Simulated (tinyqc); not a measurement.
UHF in the sto-6g basis, for NH3, spin multiplicity 1, step by step (part 1 of 3). Computed by tinyqc, a small Python program that keeps every step (integrals from PySCF). Settings: charge = 0, multiplicity = 1, basis = sto-6g, energy threshold = 1e-09, iteration cap = 65, orthogonalisation = symmetric, start = core, DIIS depth = 6, method = UHF, break = 0.4. Command: `OMP_NUM_THREADS=1 python tinyqc.py 27625 27626 out.jsonl` (the two numbers bound the seeds that draw the settings). One thread of a shared host (Intel(R) Xeon(R) Processor @ 2.60GHz), about 0.2 s of CPU time with the checks. Later iterations appear only in the table of the cycle.

## One-electron integrals

Geometry (angstrom):

| atom | x | y | z |
|---|---|---|---|
| N | 0.00000 | 0.00000 | 0.14500 |
| H | 0.99500 | 0.00000 | 0.00000 |
| H | -0.49800 | 0.86200 | 0.00000 |
| H | -0.49800 | -0.86200 | 0.00000 |

Basis sto-6g: exponents (1/bohr^2) and contraction coefficients of normalised primitives:

| element | l (shell) | exponent | coefficient |
|---|---|---|---|
| N | s (1) | 1027.82846 | 0.00916 |
| N | s (1) | 188.45122 | 0.04936 |
| N | s (1) | 52.72186 | 0.16854 |
| N | s (1) | 18.11138 | 0.37056 |
| N | s (1) | 7.03318 | 0.41649 |
| N | s (1) | 2.89665 | 0.13033 |
| N | s (2) | 39.19881 | -0.01325 |
| N | s (2) | 7.75847 | -0.04699 |
| N | s (2) | 2.41133 | -0.03379 |
| N | s (2) | 0.92772 | 0.25024 |
| N | s (2) | 0.40291 | 0.59512 |
| N | s (2) | 0.18468 | 0.24071 |
| N | p (3) | 39.19881 | 0.00376 |
| N | p (3) | 7.75847 | 0.03768 |
| N | p (3) | 2.41133 | 0.17390 |
| N | p (3) | 0.92772 | 0.41804 |
| N | p (3) | 0.40291 | 0.42586 |
| N | p (3) | 0.18468 | 0.10171 |
| H | s (1) | 35.52322 | 0.00916 |
| H | s (1) | 6.51314 | 0.04936 |
| H | s (1) | 1.82214 | 0.16854 |
| H | s (1) | 0.62596 | 0.37056 |
| H | s (1) | 0.24308 | 0.41649 |
| H | s (1) | 0.10011 | 0.13033 |

Overlap, kinetic and nuclear-attraction integrals over the contracted functions; the nuclear repulsion is the sum of Za Zb / Rab.

nuclear repulsion = 11.9689538 hartree

overlap S, lower triangle:
```
          1N 1s    1N 2s    1N 2px    1N 2py    1N 2pz    2H 1s    3H 1s    4H 1s
1N 1s   1.00000
1N 2s   0.22942  1.00000
1N 2px  0.00000  0.00000   1.00000
1N 2py  0.00000  0.00000   0.00000   1.00000
1N 2pz  0.00000  0.00000   0.00000   0.00000   1.00000
2H 1s   0.06114  0.50008   0.43697   0.00000  -0.06368  1.00000
3H 1s   0.06107  0.49976  -0.21851   0.37823  -0.06362  0.18447  1.00000
4H 1s   0.06107  0.49976  -0.21851  -0.37823  -0.06362  0.18447  0.18446  1.00000
```

kinetic energy T (hartree), lower triangle:
```
           1N 1s    1N 2s    1N 2px    1N 2py    1N 2pz     2H 1s     3H 1s    4H 1s
1N 1s   22.23641
1N 2s   -0.67875  0.63290
1N 2px   0.00000  0.00000   1.90129
1N 2py   0.00000  0.00000   0.00000   1.90129
1N 2pz   0.00000  0.00000   0.00000   0.00000   1.90129
2H 1s   -0.00433  0.12540   0.28437   0.00000  -0.04144   0.76852
3H 1s   -0.00435  0.12519  -0.14208   0.24593  -0.04137  -0.00537   0.76852
4H 1s   -0.00435  0.12519  -0.14208  -0.24593  -0.04137  -0.00537  -0.00537  0.76852
```

nuclear attraction V (hartree), lower triangle:
```
            1N 1s     1N 2s    1N 2px    1N 2py    1N 2pz     2H 1s     3H 1s     4H 1s
1N 1s   -48.25178
1N 2s    -5.00914  -8.36806
1N 2px   -0.00001  -0.00005  -8.42992
1N 2py    0.00000   0.00000   0.00000  -8.42967
1N 2pz    0.00734   0.07938   0.00002   0.00000  -8.24372
2H 1s    -1.52193  -3.47519  -2.77597   0.00000   0.42631  -5.42540
3H 1s    -1.52013  -3.47244   1.38788  -2.40228   0.42586  -1.11662  -5.42382
4H 1s    -1.52013  -3.47244   1.38788   2.40228   0.42586  -1.11662  -1.11634  -5.42382
```

core Hamiltonian H = T + V (hartree), lower triangle:
```
            1N 1s     1N 2s    1N 2px    1N 2py    1N 2pz     2H 1s     3H 1s     4H 1s
1N 1s   -26.01537
1N 2s    -5.68789  -7.73516
1N 2px   -0.00001  -0.00005  -6.52862
1N 2py    0.00000   0.00000   0.00000  -6.52837
1N 2pz    0.00734   0.07938   0.00002   0.00000  -6.34243
2H 1s    -1.52626  -3.34979  -2.49160   0.00000   0.38487  -4.65688
3H 1s    -1.52448  -3.34725   1.24580  -2.15635   0.38449  -1.12198  -4.65530
4H 1s    -1.52448  -3.34725   1.24580   2.15635   0.38449  -1.12198  -1.12171  -4.65530
```

## Two-electron integrals

Functions are numbered as in S; the eight-fold symmetry (ij|kl) = (ji|kl) = (kl|ij) leaves the list below.

Two-electron integrals (ij|kl) in chemists' order, unique and non-zero (hartree):
```
(11|11) 4.16874    (21|11) 0.58365    (21|21) 0.10411    (22|11) 0.96849
(22|21) 0.21445    (22|22) 0.70840    (31|31) 0.02207    (32|31) 0.03361
(32|32) 0.15658    (33|11) 0.96849    (33|21) 0.21445    (33|22) 0.70840
(33|33) 0.76324    (41|41) 0.02207    (42|41) 0.03361    (42|42) 0.15658
(43|43) 0.04113    (44|11) 0.96849    (44|21) 0.21445    (44|22) 0.70840
(44|33) 0.68098    (44|44) 0.76324    (51|51) 0.02207    (52|51) 0.03361
(52|52) 0.15658    (53|53) 0.04113    (54|54) 0.04113    (55|11) 0.96849
(55|21) 0.21445    (55|22) 0.70840    (55|33) 0.68098    (55|44) 0.68098
(55|55) 0.76324    (61|11) 0.16600    (61|21) 0.02837    (61|22) 0.05714
(61|31) 0.00157    (61|32) 0.00306    (61|33) 0.05745    (61|44) 0.05698
(61|51) -0.00023   (61|52) -0.00045   (61|53) -0.00007   (61|55) 0.05699
(61|61) 0.00791    (62|11) 0.37804    (62|21) 0.08474    (62|22) 0.30609
(62|31) 0.00748    (62|32) 0.05333    (62|33) 0.31758    (62|44) 0.30015
(62|51) -0.00109   (62|52) -0.00777   (62|53) -0.00254   (62|55) 0.30052
(62|61) 0.02338    (62|62) 0.16481    (63|11) 0.28560    (63|21) 0.06494
(63|22) 0.24948    (63|31) 0.01453    (63|32) 0.09296    (63|33) 0.27318
(63|44) 0.23747    (63|51) -0.00074   (63|52) -0.00597   (63|53) -0.00362
(63|55) 0.23777    (63|61) 0.01880    (63|62) 0.16154    (63|63) 0.17857
(64|41) 0.00949    (64|42) 0.05199    (64|43) 0.01089    (64|54) -0.00159
(64|64) 0.02253    (65|11) -0.04162   (65|21) -0.00946   (65|22) -0.03636
(65|31) -0.00074   (65|32) -0.00597   (65|33) -0.03664   (65|44) -0.03461
(65|51) 0.00959    (65|52) 0.05286    (65|53) 0.01119    (65|55) -0.03782
(65|61) -0.00274   (65|62) -0.02354   (65|63) -0.02274   (65|65) 0.02584
(66|11) 0.50962    (66|21) 0.11633    (66|22) 0.47623    (66|31) 0.01383
(66|32) 0.13043    (66|33) 0.51963    (66|44) 0.45383    (66|51) -0.00201
(66|52) -0.01901   (66|53) -0.00959   (66|55) 0.45523    (66|61) 0.03257
(66|62) 0.31647    (66|63) 0.34877    (66|65) -0.05083   (66|66) 0.77500
(71|11) 0.16581    (71|21) 0.02834    (71|22) 0.05707    (71|31) -0.00078
(71|32) -0.00153   (71|33) 0.05703    (71|41) 0.00136    (71|42) 0.00265
(71|43) -0.00020   (71|44) 0.05727    (71|51) -0.00023   (71|52) -0.00045
(71|53) 3.41e-05   (71|54) -0.00006   (71|55) 0.05692    (71|61) 0.00772
(71|62) 0.02220    (71|63) 0.01658    (71|64) 0.00073    (71|65) -0.00260
(71|66) 0.03027    (71|71) 0.00789    (72|11) 0.37773    (72|21) 0.08467
(72|22) 0.30586    (72|31) -0.00374   (72|32) -0.02666   (72|33) 0.30428
(72|41) 0.00648    (72|42) 0.04615    (72|43) -0.00755   (72|44) 0.31299
(72|51) -0.00109   (72|52) -0.00776   (72|53) 0.00127    (72|54) -0.00220
(72|55) 0.30029    (72|61) 0.02221    (72|62) 0.12600    (72|63) 0.09490
(72|64) 0.01443    (72|65) -0.01747   (72|66) 0.19390    (72|71) 0.02333
(72|72) 0.16459    (73|11) -0.14278   (73|21) -0.03247   (73|22) -0.12473
(73|31) 0.01074    (73|32) 0.06220    (73|33) -0.13136   (73|41) -0.00219
(73|42) -0.01774   (73|43) 0.01244    (73|44) -0.12395   (73|51) 0.00037
(73|52) 0.00298    (73|53) -0.00209   (73|54) 0.00088    (73|55) -0.11888
(73|61) -0.00767   (73|62) -0.03499   (73|63) -0.01078   (73|64) -0.00305
(73|65) 0.00473    (73|66) -0.04013   (73|71) -0.00939   (73|72) -0.08072
(73|73) 0.06151    (74|11) 0.24715    (74|21) 0.05620    (74|22) 0.21590
(74|31) -0.00219   (74|32) -0.01774   (74|33) 0.20853    (74|41) 0.01326
(74|42) 0.08265    (74|43) -0.01067   (74|44) 0.23340    (74|51) -0.00064
(74|52) -0.00516   (74|53) 0.00088    (74|54) -0.00311   (74|55) 0.20577
(74|61) 0.01473    (74|62) 0.08942    (74|63) 0.06672    (74|64) 0.02602
(74|65) -0.01214   (74|66) 0.13805    (74|71) 0.01625    (74|72) 0.13972
(74|73) -0.06753   (74|74) 0.13938    (75|11) -0.04157   (75|21) -0.00945
(75|22) -0.03632   (75|31) 0.00037    (75|32) 0.00298    (75|33) -0.03508
(75|41) -0.00064   (75|42) -0.00516   (75|43) 0.00088    (75|44) -0.03609
(75|51) 0.00958    (75|52) 0.05282    (75|53) -0.00559   (75|54) 0.00968
(75|55) -0.03778   (75|61) -0.00260   (75|62) -0.01747   (75|63) -0.01288
(75|64) -0.00198   (75|65) 0.01880    (75|66) -0.02900   (75|71) -0.00273
(75|72) -0.02350   (75|73) 0.01136    (75|74) -0.01966   (75|75) 0.02580
(76|11) 0.11835    (76|21) 0.02665    (76|22) 0.10082    (76|31) 0.00098
(76|32) 0.00763    (76|33) 0.10151    (76|41) 0.00170    (76|42) 0.01323
(76|43) 0.00046    (76|44) 0.10205    (76|51) -0.00057   (76|52) -0.00445
(76|53) -0.00054   (76|54) -0.00094   (76|55) 0.09890    (76|61) 0.00721
(76|62) 0.05032    (76|63) 0.04561    (76|64) 0.00528    (76|65) -0.00798
(76|66) 0.09260    (76|71) 0.00720    (76|72) 0.05029    (76|73) -0.01824
(76|74) 0.04212    (76|75) -0.00797   (76|76) 0.01834    (77|11) 0.50940
(77|21) 0.11628    (77|22) 0.47607    (77|31) -0.00691   (77|32) -0.06522
(77|33) 0.47014    (77|41) 0.01196    (77|42) 0.11289    (77|43) -0.02849
(77|44) 0.50299    (77|51) -0.00201   (77|52) -0.01899   (77|53) 0.00479
(77|54) -0.00830   (77|55) 0.45507    (77|61) 0.03030    (77|62) 0.19398
(77|63) 0.13963    (77|64) 0.03433    (77|65) -0.02901   (77|66) 0.30412
(77|71) 0.03252    (77|72) 0.31621    (77|73) -0.17437   (77|74) 0.30181
(77|75) -0.05077   (77|76) 0.09260    (77|77) 0.77500    (81|11) 0.16581
(81|21) 0.02834    (81|22) 0.05707    (81|31) -0.00078   (81|32) -0.00153
(81|33) 0.05703    (81|41) -0.00136   (81|42) -0.00265   (81|43) 0.00020
(81|44) 0.05727    (81|51) -0.00023   (81|52) -0.00045   (81|53) 3.41e-05
(81|54) 0.00006    (81|55) 0.05692    (81|61) 0.00772    (81|62) 0.02220
(81|63) 0.01658    (81|64) -0.00073   (81|65) -0.00260   (81|66) 0.03027
(81|71) 0.00771    (81|72) 0.02218    (81|73) -0.00892   (81|74) 0.01399
(81|75) -0.00260   (81|76) 0.00691    (81|77) 0.03026    (81|81) 0.00789
(82|11) 0.37773    (82|21) 0.08467    (82|22) 0.30586    (82|31) -0.00374
(82|32) -0.02666   (82|33) 0.30428    (82|41) -0.00648   (82|42) -0.04615
(82|43) 0.00755    (82|44) 0.31299    (82|51) -0.00109   (82|52) -0.00776
(82|53) 0.00127    (82|54) 0.00220    (82|55) 0.30029    (82|61) 0.02221
(82|62) 0.12600    (82|63) 0.09490    (82|64) -0.01443   (82|65) -0.01747
(82|66) 0.19390    (82|71) 0.02218    (82|72) 0.12592    (82|73) -0.05996
(82|74) 0.07493    (82|75) -0.01746   (82|76) 0.04012    (82|77) 0.19387
(82|81) 0.02333    (82|82) 0.16459    (83|11) -0.14278   (83|21) -0.03247
(83|22) -0.12473   (83|31) 0.01074    (83|32) 0.06220    (83|33) -0.13136
(83|41) 0.00219    (83|42) 0.01774    (83|43) -0.01244   (83|44) -0.12395
(83|51) 0.00037    (83|52) 0.00298    (83|53) -0.00209   (83|54) -0.00088
(83|55) -0.11888   (83|61) -0.00767   (83|62) -0.03499   (83|63) -0.01078
(83|64) 0.00305    (83|65) 0.00473    (83|66) -0.04013   (83|71) -0.00892
(83|72) -0.05996   (83|73) 0.04441    (83|74) -0.03489   (83|75) 0.00815
(83|76) -0.01433   (83|77) -0.09956   (83|81) -0.00939   (83|82) -0.08072
(83|83) 0.06151    (84|11) -0.24715   (84|21) -0.05620   (84|22) -0.21590
(84|31) 0.00219    (84|32) 0.01774    (84|33) -0.20853   (84|41) 0.01326
(84|42) 0.08265    (84|43) -0.01067   (84|44) -0.23340   (84|51) 0.00064
(84|52) 0.00516    (84|53) -0.00088   (84|54) -0.00311   (84|55) -0.20577
(84|61) -0.01473   (84|62) -0.08942   (84|63) -0.06672   (84|64) 0.02602
(84|65) 0.01214    (84|66) -0.13805   (84|71) -0.01399   (84|72) -0.07493
(84|73) 0.03489    (84|74) -0.02912   (84|75) 0.01016    (84|76) -0.02480
(84|77) -0.10372   (84|81) -0.01625   (84|82) -0.13972   (84|83) 0.06753
(84|84) 0.13938    (85|11) -0.04157   (85|21) -0.00945   (85|22) -0.03632
(85|31) 0.00037    (85|32) 0.00298    (85|33) -0.03508   (85|41) 0.00064
(85|42) 0.00516    (85|43) -0.00088   (85|44) -0.03609   (85|51) 0.00958
(85|52) 0.05282    (85|53) -0.00559   (85|54) -0.00968   (85|55) -0.03778
(85|61) -0.00260   (85|62) -0.01747   (85|63) -0.01288   (85|64) 0.00198
(85|65) 0.01880    (85|66) -0.02900   (85|71) -0.00260   (85|72) -0.01746
(85|73) 0.00815    (85|74) -0.01016   (85|75) 0.01879    (85|76) -0.00617
(85|77) -0.02899   (85|81) -0.00273   (85|82) -0.02350   (85|83) 0.01136
(85|84) 0.01966    (85|85) 0.02580    (86|11) 0.11835    (86|21) 0.02665
(86|22) 0.10082    (86|31) 0.00098    (86|32) 0.00763    (86|33) 0.10151
(86|41) -0.00170   (86|42) -0.01323   (86|43) -0.00046   (86|44) 0.10205
(86|51) -0.00057   (86|52) -0.00445   (86|53) -0.00054   (86|54) 0.00094
(86|55) 0.09890    (86|61) 0.00721    (86|62) 0.05032    (86|63) 0.04561
(86|64) -0.00528   (86|65) -0.00798   (86|66) 0.09260    (86|71) 0.00691
(86|72) 0.04012    (86|73) -0.01433   (86|74) 0.02480    (86|75) -0.00617
(86|76) 0.01503    (86|77) 0.06148    (86|81) 0.00720    (86|82) 0.05029
(86|83) -0.01824   (86|84) -0.04212   (86|85) -0.00797   (86|86) 0.01834
(87|11) 0.11831    (87|21) 0.02664    (87|22) 0.10080    (87|31) -0.00196
(87|32) -0.01528   (87|33) 0.10230    (87|44) 0.10122    (87|51) -0.00057
(87|52) -0.00445   (87|53) 0.00109    (87|55) 0.09887    (87|61) 0.00692
(87|62) 0.04014    (87|63) 0.02864    (87|65) -0.00618   (87|66) 0.06148
(87|71) 0.00720    (87|72) 0.05028    (87|73) -0.02738   (87|74) 0.03684
(87|75) -0.00797   (87|76) 0.01503    (87|77) 0.09259    (87|81) 0.00720
(87|82) 0.05028    (87|83) -0.02738   (87|84) -0.03684   (87|85) -0.00797
(87|86) 0.01503    (87|87) 0.01834    (88|11) 0.50940    (88|21) 0.11628
(88|22) 0.47607    (88|31) -0.00691   (88|32) -0.06522   (88|33) 0.47014
(88|41) -0.01196   (88|42) -0.11289   (88|43) 0.02849    (88|44) 0.50299
(88|51) -0.00201   (88|52) -0.01899   (88|53) 0.00479    (88|54) 0.00830
(88|55) 0.45507    (88|61) 0.03030    (88|62) 0.19398    (88|63) 0.13963
(88|64) -0.03433   (88|65) -0.02901   (88|66) 0.30412    (88|71) 0.03026
(88|72) 0.19387    (88|73) -0.09956   (88|74) 0.10372    (88|75) -0.02899
(88|76) 0.06148    (88|77) 0.30412    (88|81) 0.03252    (88|82) 0.31621
(88|83) -0.17437   (88|84) -0.30181   (88|85) -0.05077   (88|86) 0.09260
(88|87) 0.09259    (88|88) 0.77500
```

## Orthogonalisation

S = U s U^T; symmetric (Loewdin) form X = U s^(-1/2) U^T, so that X^T S X = 1.

eigenvalues of S: 0.27496  0.36468  0.36499  0.95453  1.01729  1.45055  1.45086  2.12216

X, lower triangle:
```
           1N 1s     1N 2s    1N 2px    1N 2py   1N 2pz     2H 1s     3H 1s    4H 1s
1N 1s    1.02362
1N 2s   -0.15010   1.42198
1N 2px   0.00000   0.00014   1.17296
1N 2py   0.00000   0.00000   0.00000   1.17268
1N 2pz   0.00392  -0.05024  -0.00002   0.00000  1.00629
2H 1s    0.02055  -0.33081  -0.33225   0.00000  0.04153   1.26119
3H 1s    0.02054  -0.33040   0.16607  -0.28742  0.04146  -0.05214   1.26076
4H 1s    0.02054  -0.33040   0.16607   0.28742  0.04146  -0.05214  -0.05210  1.26076
```

## Starting guess

The start is the orbitals of the core Hamiltonian, with HOMO and LUMO mixed by +/-0.4 rad for the two spins; D(s) = C_occ C_occ^T for each spin.

D(alpha) at the start, lower triangle:
```
           1N 1s     1N 2s    1N 2px    1N 2py    1N 2pz     2H 1s    3H 1s    4H 1s
1N 1s    1.06754
1N 2s   -0.33255   1.61253
1N 2px   0.00599  -0.02706   1.33655
1N 2py   0.00000   0.00000   0.00000   1.29947
1N 2pz   0.01750  -0.10784  -0.17421   0.00000   0.86399
2H 1s    0.03609  -0.16619  -0.37126   0.00000   0.42722   0.28329
3H 1s    0.05611  -0.25695   0.18381  -0.24965  -0.15430  -0.08882  0.13924
4H 1s    0.05611  -0.25695   0.18381   0.24965  -0.15430  -0.08882  0.04332  0.13924
```

D(beta) at the start, lower triangle:
```
           1N 1s     1N 2s    1N 2px    1N 2py    1N 2pz     2H 1s    3H 1s    4H 1s
1N 1s    1.06756
1N 2s   -0.33276   1.61402
1N 2px  -0.00609   0.02843   1.33658
1N 2py   0.00000   0.00000   0.00000   1.29947
1N 2pz   0.01720  -0.10325   0.17401   0.00000   0.86297
2H 1s    0.06311  -0.29025  -0.36972   0.00000  -0.35150   0.27620
3H 1s    0.04278  -0.19576   0.18541  -0.24965   0.22954  -0.09061  0.14273
4H 1s    0.04278  -0.19576   0.18541   0.24965   0.22954  -0.09061  0.04681  0.14273
```

## Iteration 1: building the Fock matrix

J_ij = sum D_kl (ij|kl) with D = D(alpha) + D(beta), K_ij = sum D_kl (ik|jl) for each spin; F = H + J - K(s); E = tr D H + tr D J / 2 - 0.5 sum_s tr D(s) K(s) + E_nn.

Coulomb J (hartree), lower triangle:
```
           1N 1s     1N 2s    1N 2px    1N 2py    1N 2pz    2H 1s    3H 1s    4H 1s
1N 1s   16.45907
1N 2s    2.94228   7.70604
1N 2px   0.00150   0.01749   7.71725
1N 2py   0.00000   0.00000   0.00000   7.70663
1N 2pz  -0.00454  -0.01436  -0.00155   0.00000   7.69425
2H 1s    0.80596   3.24725   2.60523   0.00000  -0.38255  4.89267
3H 1s    0.80475   3.22583  -1.28244   2.22905  -0.37859  1.05235  4.81128
4H 1s    0.80475   3.22583  -1.28244  -2.22905  -0.37859  1.05235  1.04732  4.81128
```

exchange K(alpha) (hartree), lower triangle:
```
           1N 1s     1N 2s    1N 2px    1N 2py    1N 2pz    2H 1s    3H 1s    4H 1s
1N 1s    4.31711
1N 2s    0.69020   1.21940
1N 2px  -0.00109   0.00154   1.03317
1N 2py   0.00000   0.00000   0.00000   1.02243
1N 2pz  -0.00101  -0.01863   0.01719   0.00000   0.93092
2H 1s    0.20093   0.46830   0.28815   0.00000   0.05302  0.32424
3H 1s    0.20131   0.44445  -0.13705   0.23267  -0.08961  0.12702  0.27207
4H 1s    0.20131   0.44445  -0.13705  -0.23267  -0.08961  0.12702  0.13806  0.27207
```

exchange K(beta) (hartree), lower triangle:
```
           1N 1s     1N 2s    1N 2px    1N 2py    1N 2pz    2H 1s    3H 1s    4H 1s
1N 1s    4.31712
1N 2s    0.69019   1.21932
1N 2px   0.00067   0.00272   1.02771
1N 2py   0.00000   0.00000   0.00000   1.02784
1N 2pz  -0.00096  -0.01877  -0.01847   0.00000   0.93106
2H 1s    0.20134   0.44559   0.28461   0.00000  -0.14053  0.32339
3H 1s    0.20110   0.45560  -0.13620   0.23515   0.00565  0.12664  0.27247
4H 1s    0.20110   0.45560  -0.13620  -0.23515   0.00565  0.12664  0.13878  0.27247
```

F(alpha) (hartree), lower triangle:
```
            1N 1s     1N 2s    1N 2px    1N 2py    1N 2pz     2H 1s     3H 1s     4H 1s
1N 1s   -13.87341
1N 2s    -3.43581  -1.24852
1N 2px    0.00258   0.01591   0.15545
1N 2py    0.00000   0.00000   0.00000   0.15582
1N 2pz    0.00381   0.08365  -0.01872   0.00000   0.42090
2H 1s    -0.92123  -0.57085  -0.17453   0.00000  -0.05070  -0.08844
3H 1s    -0.92104  -0.56587   0.10040  -0.15997   0.09551  -0.19666  -0.11608
4H 1s    -0.92104  -0.56587   0.10040   0.15997   0.09551  -0.19666  -0.21246  -0.11608
```

F(beta) (hartree), lower triangle:
```
            1N 1s     1N 2s    1N 2px    1N 2py   1N 2pz     2H 1s     3H 1s     4H 1s
1N 1s   -13.87342
1N 2s    -3.43580  -1.24843
1N 2px    0.00082   0.01472   0.16091
1N 2py    0.00000   0.00000   0.00000   0.15042
1N 2pz    0.00376   0.08379   0.01695   0.00000  0.42076
2H 1s    -0.92164  -0.54814  -0.17099   0.00000  0.14286  -0.08760
3H 1s    -0.92083  -0.57702   0.09955  -0.16245  0.00025  -0.19628  -0.11648
4H 1s    -0.92083  -0.57702   0.09955   0.16245  0.00025  -0.19628  -0.21317  -0.11648
```

total energy of this density = -53.4252868 hartree
